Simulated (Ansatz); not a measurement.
Process, species as SMILES: [SiH3] (SiH3) → 3 H atom + Si atom
B3LYP-D3(BJ)/def2-TZVP geometries, fixed; electronic energies without zero-point terms.

Basis-set convergence of the atomisation energy at wB97M-V with Ansatz (a first-principles code). Cartesian d functions, on some or all atoms, in 6-31G*, 6-31+G*, 6-311G**, 6-311+G**; all else is spherical. The program fits the integrals of some runs and decomposes those of others, by size. Open shells are unrestricted. The functional holds VV10 correlation; no added dispersion term, no relativity. Functions are those of the species that has most. Reference: the value in pcseg-4, 226.78 kcal/mol, itself unsure by roughly 0.03 kcal/mol (its mean distance from aug-pcseg-3, aug-cc-pV(Q+d)Z, cc-pV(5+d)Z). Deviations are taken from unrounded values.

```tsv
basis	functions	atomisation energy (kcal/mol)
6-31G*	25	226.85
6-31+G*	29	227.06
def2-SVP	33	227.94
def2-SVPD	48	228.68
pcseg-1	33	224.71
aug-pcseg-1	54	224.49
cc-pV(D+d)Z	38	226.80
aug-cc-pV(D+d)Z	59	224.59
6-311G**	45	224.83
6-311+G**	49	224.66
def2-TZVP	55	226.93
def2-TZVPD	70	226.92
pcseg-2	76	226.24
aug-pcseg-2	119	226.47
cc-pV(T+d)Z	81	227.26
aug-cc-pV(T+d)Z	124	226.63
def2-TZVPP	84	227.47
def2-TZVPPD	99	227.44
cc-pV(Q+d)Z	154	226.94
aug-cc-pV(Q+d)Z	227	226.76
def2-QZVPP	160	226.70
def2-QZVPPD	175	226.72
pcseg-3	163	226.73
aug-pcseg-3	236	226.76
```

What the diffuse functions change, pair by pair:
- 6-31G* to 6-31+G*: 4 more functions, deviation 0.07 to 0.28 kcal/mol
- def2-SVP to def2-SVPD: 15 more functions, deviation 1.16 to 1.90 kcal/mol
- pcseg-1 to aug-pcseg-1: 21 more functions, deviation -2.07 to -2.29 kcal/mol
- cc-pV(D+d)Z to aug-cc-pV(D+d)Z: 21 more functions, deviation 0.02 to -2.19 kcal/mol
- 6-311G** to 6-311+G**: 4 more functions, deviation -1.95 to -2.12 kcal/mol
- def2-TZVP to def2-TZVPD: 15 more functions, deviation 0.15 to 0.14 kcal/mol
- pcseg-2 to aug-pcseg-2: 43 more functions, deviation -0.54 to -0.31 kcal/mol
- cc-pV(T+d)Z to aug-cc-pV(T+d)Z: 43 more functions, deviation 0.48 to -0.15 kcal/mol
- def2-TZVPP to def2-TZVPPD: 15 more functions, deviation 0.68 to 0.66 kcal/mol
- cc-pV(Q+d)Z to aug-cc-pV(Q+d)Z: 73 more functions, deviation 0.16 to -0.02 kcal/mol
- def2-QZVPP to def2-QZVPPD: 15 more functions, deviation -0.08 to -0.06 kcal/mol
- pcseg-3 to aug-pcseg-3: 73 more functions, deviation -0.05 to -0.02 kcal/mol

They bring the value nearer the reference by more than 0.03 kcal/mol in 4 of 12 pairs.
